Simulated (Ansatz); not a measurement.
C2H4FNO can be A, `FC1NCO1`, or B, `C/N=C(/O)F`.

Computed with Ansatz on PBE0-D4/def2-TZVP structures; ΔE is electronic, products minus reactants. CCSD(T)/CBS is the MP2 limit (def2-TZVPP, def2-QZVPP) plus CCSD(T) − MP2 in def2-TZVPP, frozen cores. Functionals use def2-TZVPP. One conformer a species, not always the lowest.

(1) Which is lower in electronic energy at CCSD(T)/CBS, and by how much? (An estimate is asked.)

(2) Give E(B) − E(A) in kJ/mol with CCSD/def2-TZVPP, BLYP-D4, r2SCAN-D4, HF/def2-TZVPP, PBE-D4, ωB97M-V, MP2/def2-TZVPP. (Best estimate.)

(3) Does the order hold for the free energy at 298.15 K (harmonic terms from PBE0-D4)? (Estimate.)

Largest T1 diagnostic: 0.012.

## Answers

(1) Ansatz gave: B, by 87.0 kJ/mol.

(2) The calculation gave: CCSD/def2-TZVPP -85.2, BLYP-D4 -107.7, r2SCAN-D4 -98.8, HF/def2-TZVPP -93.4, PBE-D4 -93.2, ωB97M-V -86.4, MP2/def2-TZVPP -91.1. None reverses the order clearly.

(3) Ansatz gave: Yes: G(B) − G(A) = -95.7 kJ/mol, for one conformer each.

Leaving LDA and LC-ωPBE aside and taking each functional with its dispersion term where it has one, the values, not all of them listed here, spread over 28.4 kJ/mol, from BLYP-D4 to ωB97X-V. LDA lies +8.2 kJ/mol from PBE without D4. At CCSD(T), def2-SVP lies −10.2 kJ/mol from the extrapolated value and def2-TZVPP −0.3 kJ/mol.
